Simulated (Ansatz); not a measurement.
Mulliken charges of C₂H₆B (`[CH2]BC`) radical from r2SCAN/def2-TZVPP in Ansatz (PBE0-D4/def2-TZVP geometry).

```tsv
atom	x (Å)	y (Å)	z (Å)	charge (e)
C1	-0.840	0.743	-1.024	-0.213
B2	0.192	0.541	0.089	0.089
C3	0.525	-0.860	0.692	-0.225
H4	-1.407	-0.078	-1.458	0.093
H5	-1.074	1.715	-1.451	0.107
H6	0.769	1.507	0.513	-0.023
H7	-0.036	-1.695	0.267	0.043
H8	1.596	-1.069	0.576	0.064
H9	0.364	-0.849	1.777	0.064
```

Question: By hand: the dipole of these point charges (1 e Å = 4.8032 D).

Answer: Σ q r = (-0.062, 0.029, -0.070) e Å, of length 0.098 e Å = 0.47 D.

Question: How does the dipole of the full density compare? (Estimate.)

Answer: Computed: (-0.104, -0.068, -0.096) e Å, 0.75 D; the point charges give 0.63 times that, at 43° from its direction.

Point charges leave out the atoms' own dipoles, such as those of lone pairs, and Mulliken's split depends on the basis, so the two needn't agree.
